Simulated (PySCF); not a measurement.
The group X on NC-X is varied. Isolated molecules, 0 K electronic values unless said otherwise. Strings in code marks are SMILES.

All values below come from B3LYP-D3(BJ)/def2-TZVP in PySCF 2.14.0. All candidates: neutral, multiplicity 1. B3LYP has the VWN-RPA correlation part, as in Gaussian. Excitations are Tamm–Dancoff values on a coarser integration grid. The basis has no diffuse functions, so Rydberg states are missing or too high.

```yaml
LUMO: -0.02 eV
S1 excitation (TDA): 7.93 eV
HOMO: -10.17 eV
```

### Question
Name which member has these values.
A) `C#N`
B) `C#CC#N`
C) `N#CC=S`
D) `N#[C][AlH2]`

### Answer
A, `C#N`. The others give `N#[C][AlH2]`: -2.79 eV, 5.08 eV, -9.05 eV; `N#CC=S`: -4.11 eV, 1.95 eV, -7.43 eV; `C#CC#N`: -1.85 eV, 5.25 eV, -8.79 eV
